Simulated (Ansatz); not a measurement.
We consider rock-salt RbBr, described by HSE06-D3(BJ) (Ansatz, a quantum-chemistry and plane-wave program, PAW).

Run with plane-wave cutoff 460 eV, 6×6×6 k mesh, Fermi–Dirac smearing 0.01 eV, scalar-relativistic PAW data made under PBE.

The direct gap at Γ against volume; x = 100 ln(V/38.961 Å³). One gap is withheld.

| V (Å³/atom) | x | gap (eV) |
|---|---|---|
| 37.013 | -5.13 | ? |
| 37.987 | -2.53 | 5.690 |
| 38.961 | 0.00 | 5.616 |
| 40.283 | 3.34 | 5.521 |
| 40.909 | 4.88 | 5.479 |

### Question
Fit a straight line to the rows shown, give the volume deformation potential and predict the withheld gap.

### Answer
Means of the 4 rows: x̄ = 1.422, ȳ = 5.5765 eV. Σ(x − x̄)(y − ȳ) = -0.9483 and Σ(x − x̄)² = 33.277, so the slope is -0.0285 eV per unit of x, and dE_g/d ln V = -2.9 eV. At x = -5.13: 5.5765 + (-0.0285) × (-5.13 − (1.422)) = 5.763 eV. The run gives 5.768 eV, 0.005 eV above the line.

Measured, for comparison: band gap 7.2 eV (temperature not stated, not corrected to a static lattice; as tabulated in Aguado et al. (1998), arXiv:cond-mat/9809176).

Spin–orbit coupling is not included.
